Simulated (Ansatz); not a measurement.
# Relaxing Mg

These are results of Ansatz 0.2.0, DFT r2SCAN, scalar-relativistic, plane waves, PAW, not measurements. Cutoff 500 eV, Γ-centred k mesh, Gaussian smearing, no spin polarisation in the final step.

The start puts Mg on the alpha-boron structure type (R-3m, No. 166), at a guessed volume.

```
Mg
1.0
     3.64497    2.10442    6.21613
    -3.64497    2.10442    6.21613
     0.00000   -4.20884    6.21613
Mg
12
Cartesian
  -2.3452 1.3540 4.1896
  0.0000 -2.7081 4.1896
  2.3452 1.3540 4.1896
  2.3452 -1.3540 14.4588
  -2.3452 -1.3540 14.4588
  0.0000 2.7081 14.4588
  -1.4923 0.8616 6.6697
  0.0000 -1.7232 6.6697
  1.4923 0.8616 6.6697
  1.4923 -0.8616 11.9787
  -1.4923 -0.8616 11.9787
  0.0000 1.7232 11.9787
```

Cell and atoms relax at zero pressure; the relaxation can't lower the symmetry of the start. After a coarse first stage the cell is made exact in the group found at 0.06 Å.

Energies count from the standard state of Mg at the same level.

Q: Describe the relaxed structure.

A: It keeps R-3m (No. 166), but not the shape of the type it started on. Conventional cell: a = 7.558 Å, c = 22.513 Å. Around Mg on Wyckoff site h (6 atoms of the primitive cell) lie 6 Mg at 2.97–3.08 Å; Mg on Wyckoff site h (6 atoms of the primitive cell) is coordinated by 7 Mg at 3.00–3.08 Å.

```
Mg
1.0
     3.77917    2.18190    7.50429
    -3.77917    2.18190    7.50429
     0.00000   -4.36381    7.50429
Mg
12
Direct
  0.09429 0.50185 0.09429
  0.09429 0.09429 0.50185
  0.50185 0.09429 0.09429
  0.90571 0.49815 0.90571
  0.49815 0.90571 0.90571
  0.90571 0.90571 0.49815
  0.23451 0.63149 0.23451
  0.23451 0.23451 0.63149
  0.63149 0.23451 0.23451
  0.76549 0.36851 0.76549
  0.36851 0.76549 0.76549
  0.76549 0.76549 0.36851
```

Q: What are its volume, energy, density and gap?

A: The volume per atom is 30.94 Å³, the density is 1.30 g/cm³ and the energy over the standard structure is 0.49 eV/atom. The gap on the 6×6×6 mesh is 0 eV (a metal).

The final run used a 6×6×6 mesh on its 12-atom cell and 0.10 eV smearing. The k mesh leaves about 4 meV/atom of noise in metals. A structure relaxed within its symmetry needn't be a true minimum. The steps took of the order of 7 core-minutes in all.